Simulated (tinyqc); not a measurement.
Ways to converge the cycle: SCF convergence aids in the sto-3g basis, for LiH, spin multiplicity 1. Computed by the program tinyqc with PySCF. RHF with one setting changed at a time; a run stops when the energy changes by less than 1e-09 hartree and the error matrix is below 1e-5. The start is random orbitals. Damping d keeps d of the old density; a shift (hartree) raises the virtual levels; DIIS n extrapolates F over n matrices.

Geometry (angstrom):

| atom | x | y | z |
|---|---|---|---|
| Li | 0.0000 | 0.0000 | 0.0000 |
| H | 0.0000 | 0.0000 | 1.7720 |

lowest restricted solution found by these runs and by PySCF = -7.852217 hartree

Largest element of the error matrix X^T (FDS - SDF) X:

| iteration | plain | damping 0.3 | damping 0.6 | shift 0.4 | DIIS 3 | DIIS 8 |
|---|---|---|---|---|---|---|
| 1 | 1.7e+00 | 1.7e+00 | 1.7e+00 | 1.7e+00 | 1.7e+00 | 1.7e+00 |
| 2 | 2.0e-01 | 5.7e-01 | 1.0e+00 | 3.9e-01 | 2.0e-01 | 2.0e-01 |
| 3 | 2.8e-02 | 2.2e-01 | 6.3e-01 | 1.9e-01 | 1.2e-02 | 1.2e-02 |
| 4 | 5.9e-03 | 8.8e-02 | 4.0e-01 | 7.9e-02 | 4.7e-03 | 4.7e-03 |
| 5 | 2.9e-03 | 3.5e-02 | 2.6e-01 | 4.1e-02 | 6.0e-04 | 6.0e-04 |
| 6 | 1.5e-03 | 1.4e-02 | 1.7e-01 | 3.0e-02 | 2.3e-04 | 1.5e-04 |
| 8 | 4.3e-04 | 2.3e-03 | 7.3e-02 | 1.7e-02 | 2.7e-06 | 1.5e-06 |
| 10 | 1.2e-04 | 9.9e-04 | 3.1e-02 | 9.7e-03 | - | - |
| 14 | 9.6e-06 | 2.1e-04 | 5.9e-03 | 3.4e-03 | - | - |
| 20 | - | 1.9e-05 | 6.9e-04 | 7.4e-04 | - | - |
| 30 | - | - | 8.8e-05 | 6.1e-05 | - | - |

How each run ends:

| run | iterations | E (hartree) | state |
|---|---|---|---|
| plain | 15 | -7.85222 | lowest found |
| damping 0.3 | 23 | -7.85222 | lowest found |
| damping 0.6 | 44 | -7.85222 | lowest found |
| shift 0.4 | 38 | -7.85222 | lowest found |
| DIIS 3 | 9 | -7.85222 | lowest found |
| DIIS 8 | 9 | -7.85222 | lowest found |

What does the comparison show, and why?

6 of 6 runs reach the lowest restricted solution found, in 9 to 44 iterations (fastest: DIIS 3, DIIS 8). Plain steps already contract here, so damping only slows them. DIIS 3 and DIIS 8 gain by cancelling the error over several earlier matrices, much as a quasi-Newton step does.
